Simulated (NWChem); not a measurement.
Species: dichloromethane (CH2Cl2); SMILES ClCCl

All runs: NWChem. Pople sets run with spherical d functions. Coordinates come from a PBE-D3(BJ)/def2-SVP optimisation. Ions are spin-unrestricted doublets at the neutral geometry; other ion states weren't tried. Functional: LC-ωPBE (HJS hole) with 6-31G*; the question gives the range parameter ω in 1/bohr.

Question: What does the run give for range parameter (1/bohr) 0.35? Quantities: vertical ionisation energy, ΔSCF (eV); −ε(HOMO) (eV).

Answer: 
| Property | Value |
|---|---|
| vertical ionisation energy, ΔSCF (eV) | 11.57 |
| −ε(HOMO) (eV) | 11.28 |
